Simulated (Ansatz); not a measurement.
# Width of the whole s-p valence band of 3C-SiC at several levels of theory

No measured value is used here.

Put these levels in order of the width of the whole s-p valence band that they give for 3C-SiC, smallest first: Hartree–Fock (Ansatz, a quantum-chemistry and plane-wave program), RPBE (Ansatz), r²SCAN0 (Ansatz).

RPBE (15.43 eV), r²SCAN0 (17.51 eV), Hartree–Fock (21.44 eV)

Widths are read from band energies on the run's k points.  Values are at the measured cell. Cutoffs and k meshes differ between the levels. Ansatz's density-functional and Hartree–Fock values are scalar-relativistic unless marked +SOC, with PAW data made under PBE.
